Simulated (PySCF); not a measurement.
## How the method moves the HOMO and LUMO of C2H6O

Compound: C₂H₆O.
Structure used (PBE0-D3(BJ)/def2-SVP), in Å, numbered top down from 1:
```xyz
9
C2H6O angstrom
C     -0.890    0.173    0.153
C      0.457   -0.374   -0.278
O      1.518    0.504   -0.010
H     -1.707   -0.514   -0.119
H     -1.081    1.147   -0.322
H     -0.930    0.316    1.246
H      0.623   -1.369    0.185
H      0.463   -0.536   -1.367
H      1.547    0.652    0.940
```

The species is `CCO` (C2H6O).

Basis pcSseg-2 throughout (PySCF), one geometry. Geometry: PBE0-D3(BJ)/def2-SVP, one conformer, isolated molecule.

Task: How do the orbital energies, the gap and the dipole change with the method?

Result: 
```
   method                    kind  HOMO (eV)  LUMO (eV)  gap (eV)  μ (D)  SCF cycles
     BLYP                     GGA      -6.18      -0.27      5.91   1.60          13
     OPBE                     GGA      -6.18      -0.13      6.05   1.54          14
      PBE                     GGA      -6.24      -0.23      6.01   1.59          13
    B97-D                     GGA      -6.28      -0.09      6.19   1.59          13
     BP86                     GGA      -6.35      -0.07      6.28   1.60          13
      LDA                     LDA      -6.37      -0.32      6.05   1.67          13
      KT2                     GGA      -6.41      -0.18      6.23   1.56          14
      KT3                     GGA      -6.43      -0.41      6.02   1.53          14
    B97-2           global hybrid      -7.61       0.54      8.15   1.65          12
    B3LYP           global hybrid      -7.66       0.17      7.84   1.67          12
     PBE0           global hybrid      -7.89       0.51      8.41   1.67          12
 mPW1PW91           global hybrid      -7.93       0.48      8.41   1.67          12
CAM-B3LYP  range-separated hybrid      -9.40       1.15     10.56   1.73          11
BHandHLYP           global hybrid      -9.52       1.00     10.52   1.75          11
  wB97X-D  range-separated hybrid      -9.83       2.24     12.07   1.70          12
  LC-wPBE  range-separated hybrid     -10.73       2.33     13.06   1.75          13
       HF            Hartree–Fock     -12.03       2.63     14.66   1.81           9
```

The HOMO spans 5.85 eV, from BLYP down to HF, and the gap runs from 5.91 eV (BLYP) to 14.66 eV (HF). Over the methods BLYP (0 %), OPBE (0 %), PBE (0 %), B97-D (0 %), BP86 (0 %), LDA (0 %), KT2 (0 %), KT3 (0 %), B97-2 (21 %), B3LYP (20 %), PBE0 (25 %), mPW1PW91 (25 %), BHandHLYP (50 %), HF (100 %), a straight line through the gap against the share of exact exchange rises by 0.87 eV for each 10 % (correlation coefficient 0.999). The dipole ranges from 1.53 D (KT3) to 1.81 D (HF). This basis has no diffuse functions.
